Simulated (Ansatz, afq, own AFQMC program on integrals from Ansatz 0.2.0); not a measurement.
## CHB, singlet in 6-31G, levels against full CI

```xyz
3

B     0.0000    0.0000    0.0957
C     0.0000    0.0000   -1.3685
H     0.0000    0.0000    1.2728
```

Connectivity, by distances: BH–C.

Basis 6-31G. Noble-gas cores (and the filled d shells of Ga–Kr and In–Xe) are frozen. Integrals, coupled cluster, full CI and functionals: Ansatz 0.2.0; the random walks run on the same integrals in our own AFQMC program. ph-AFQMC/CISD is guided by a CISD state made of CCSD amplitudes; releasing the constraint for a short imaginary time cuts its bias at the price of noise, slowly where states lie close. ± is one standard error of the sampling.

Determinant: RHF, the one that the program's search chose, which needn't be the lowest solution. The geometry is a PBE0/def2-TZVP stationary point of this or a neighbouring charge and spin state.

Full CI on the same integrals is exact in this basis and with this determinant's frozen core.

Cautions: higher spins were not checked; restricted determinant unstable towards unrestricted (UHF 925 meV lower, ⟨S²⟩ 1.00); the CCSDTQ amplitudes may be one of several solutions (largest double 0.95); the released energy hasn't reached full CI (46 meV above it at 2.40 1/Eh), so no released level is given (meV from the phaseless value at times in 1/Eh: 0 ± 14 at 0.24, 0 ± 13 at 0.51, -9 ± 14 at 0.99, -33 ± 18 at 1.62, -10 ± 18 at 2.40); the determinant fills πx and πy unequally, so it mixes two states of the linear molecule, and each level undoes that mixture to a different degree, while full CI gives the lower state, and by Hund's rule a triplet of that filling probably lies lower still; CCSDTQ on the UHF determinant differs (800 meV lower), perhaps since the unrestricted series falls towards higher spin.

```
T1 diagnostic                               : 0.0137
weight of the determinant in the CISD state : 0.881
size of the correlated space                : 8 electrons in 18 orbitals
```

| level | correlation energy (eV) |
| --- | --- |
| MP2 | -2.9150 |
| CCSD | -3.7531 |
| CCSD(T) | -3.8698 |

Task: Estimate where full CI lies against CCSD(T) on the same integrals.

Result: 9.7 kJ/mol below CCSD(T).

Reference: full CI, correlation energy -3.970 eV. The cautions show a poor starting determinant, so the rows tell how each method copes with it here, and full CI is the sure value.

```tsv
level	E − E(reference) (kJ/mol)	share of correlation (%)
CCSD(T)	9.7	97.47
CCSDT	5.7	98.52
CCSDT(Q)	2.5	99.34
CCSDTQ	0.3	99.92
ph-AFQMC/HF	-5.6 ± 4.5	101.46
ph-AFQMC/CISD	5.4 ± 0.9	98.59
```

CCSDT and higher add their correlation energy to the determinant of the CCSD(T) run, since their own runs factorise the integrals more tightly (a shift of under 2 meV).
